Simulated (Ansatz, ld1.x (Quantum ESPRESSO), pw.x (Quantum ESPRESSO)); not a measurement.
## rhodium: does the ultrasoft potential hold in the solid?

| Property | Result |
| --- | --- |
| Element | Rh |
| Generator | ld1.x (Quantum ESPRESSO) 7.5 |
| Type | ultrasoft |
| Functional | PBEsol |
| Relativity | scalar-relativistic |
| Frozen core | [Kr] |
| Valence charge | 9 |
| Reference configuration | 4d8 5s1 5p0 |
| Partial waves | 5s (bound): rcut 3.36, rcutus 4.18 bohr; 5s channel at 3.2 Ry: rcut 3.36, rcutus 4.18 bohr; 5p (bound, empty): rcut 3.84, rcutus 4.24 bohr; 5p channel at 1.75 Ry: rcut 3.84, rcutus 4.24 bohr; 4d (bound): rcut 2.08, rcutus 2.28 bohr; 4d channel at -0.15 Ry: rcut 2.08, rcutus 2.28 bohr |
| Local potential | all-electron potential smoothed inside 3.16 bohr (lloc = -1) |
| Core correction | none |
| Augmentation charge | PSQ, radius 2.22 bohr |

Crystal test: bcc Rh in pw.x 7.5, no spin, 15³ k-points, Fermi–Dirac smearing 0.01 Ry, cutoffs 45/360 Ry. The reference is all-electron LAPW (Ansatz 0.2.0) with the same functional, mesh and smearing; V0 and B0 come from Birch–Murnaghan fits to the pressures at five volumes. Errors are pseudo minus all-electron; Δ is the rms difference of the E(V) curves that follow from these fits, minima aligned, over ±6 % about the mean V0. Mesh and smearing are coarse, so the numbers serve the comparison and aren't converged zero-temperature values; the lattice is a test structure that the element need not adopt.

All-electron: a0 = 3.032 Å (V0 = 13.94 Å³/atom), B0 = 264.3 GPa.

Q: How far does the potential miss the all-electron equation of state?

A: mean pressure error (GPa): +16.93. The pressure does not cross zero within the volumes sampled, so no fit is given. The largest radius (4.24 bohr) exceeds half the bond length (2.48 bohr), so the spheres overlap, which is one possible source of error among others. This is a poor potential for the solid. Atomic configuration tests: 1 of 7 tests not solved or not reliable.

| V (Å³/atom) | P all-electron (GPa) | P pseudo (GPa) |
| --- | --- | --- |
| 13.245 | 15.36 | 36.19 |
| 13.593 | 7.06 | 25.74 |
| 13.942 | -0.07 | 16.66 |
| 14.291 | -6.19 | 8.79 |
| 14.639 | -11.44 | 1.97 |

Q: At the middle volume, how do free energy and pressure move when the wave cutoff is lowered (ecutrho held at 360 Ry)?

A:

```json
{"cutoff (Ry)": "20", "shift of F (meV/atom)": "+86.6", "shift of P (GPa)": "-5.69"}
{"cutoff (Ry)": "27", "shift of F (meV/atom)": "+39.0", "shift of P (GPa)": "-1.02"}
{"cutoff (Ry)": "36", "shift of F (meV/atom)": "+1.9", "shift of P (GPa)": "+0.01"}
```

The run at the middle volume (120 k-points, 7 iterations) took about 7.8 s on one core of a shared host (Neoverse-V2, 96 threads, 742 GiB, load 41).
